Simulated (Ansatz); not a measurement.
**Which is lower?**

Two relaxed structures of AlBH₃, doublet (PBE0-D4/def2-TZVP; forces vanish, vibrations not checked).

A:

```
5
angstrom
B -0.2316 -0.8310 0.1786
Al 0.2914 1.0506 -0.2248
H -1.2695 -1.0447 0.7352
H 0.5014 -1.7218 -0.1413
H 0.7083 2.5469 -0.5477
```

B:

```xyz
5
angstrom
B 0.2974 1.0721 -0.2298
Al -0.2359 -0.8495 0.1824
H -1.6164 -1.1093 0.9207
H 0.7492 -2.0161 -0.2500
H 0.6087 2.1932 -0.4706
```

Computed with Ansatz 0.2.0 (basis: def2-TZVPP); correlated methods freeze the cores; orbitals are unrestricted. B3LYP uses VWN-RPA correlation.

**Question.** Which structure is lower at CCSD(T), and by how much? (An estimate is asked for; the value comes from the calculation.)

**Answer.** By the calculation: A, by 65.4 kJ/mol (electronic energy, against the other). By their contacts, A is AlBH₃ ([BH2][AlH]) and B is AlBH₃ ([BH][AlH2]).

All methods give the same order:

```csv
method,E(B) − E(A) (kJ/mol)
PBE-D4,91.0
r2SCAN-D4,78.9
PBE0-D4,81.1
B3LYP-D4,72.5
wB97M-V,71.3
HF,24.0
MP2,69.4
CCSD,59.5
CCSD(T),65.4
```

No T1 diagnostic of these runs exceeds 0.022. ⟨S²⟩ of the unrestricted Hartree–Fock references: 0.76 to 0.77 (a pure state has 0.75).

Labels in which every atom is bracketed show which atoms are joined, not bond orders.

For scale, one of the runs: CCSD(T)/def2-TZVPP, 115 basis functions, launched by `ansatz run in.yaml --threads 2 --pin off --events-out ev --progress --plain --max-ram 4352MiB`. The run took 6.5 s on 2 CPU threads of an Arm Neoverse V2 (shared host), with 0.84 GiB of host memory at its peak.
